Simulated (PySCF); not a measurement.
Run record: geometry optimisation, `O=CO` (formic acid).

Method: BHandHLYP/6-31+G* geometry optimisation, gas phase (PySCF 2.14.0). Start geometry: GFN2-xTB. The input is one job of a driver script: a line of settings, then coordinates in Å.

Input:
```
{"job": {"xc": "BHandHLYP", "basis": "6-31+G*", "grid": 1, "kind": "geom"}, "charge": 0, "multiplicity": 1}
O     -0.658784     1.126476    -0.554433
C     -0.413538     0.025410    -0.167133
O      0.782297    -0.538584    -0.158730
H     -1.155371    -0.678320     0.239912
H      1.454017     0.067870    -0.515247
```

What does the run print?

```
step   0  E = -189.66326593  max force = 0.012587
step   1  E = -189.66351591  max force = 0.003935
step   2  E = -189.66353405  max force = 0.003306
step   3  E = -189.66358349  max force = 0.002615
step   4  E = -189.66359725  max force = 0.001905
step   5  E = -189.66360808  max force = 0.000127
optimisation converged
```

Energies in Eh; «max force» is the largest Cartesian gradient component in Eh/bohr.

How much energy does the optimisation release, in kcal/mol?

E(step 0) − E(last step) = 0.000342 Eh, which is 0.2 kcal/mol.

Give the first gradient maximum in eV/Å.

With 1 Eh/bohr = 51.422 eV/Å, 0.647 eV/Å.

Main results: final energy -189.66361 Eh after 5 steps; dipole 1.60 D.

Give the final coordinates.

0.017 Å rms from the input after alignment:
```
atom  x, y, z in Å
O1    -0.6969    1.1156   -0.4518
C2    -0.4170   -0.0251   -0.2391
O3     0.8212   -0.4948   -0.1180
H4    -1.1392   -0.8299   -0.1165
H5     1.4396    0.2375   -0.2307
```

How long does this job take on one thread, Arm Neoverse V1 (aarch64), shared host? And the peak memory of the process?

About 3.6 s, with 0.28 GiB resident at the peak, the Python interpreter and its libraries included.
Labels such as C1 count atoms from 1, the log's own numbers from 0.
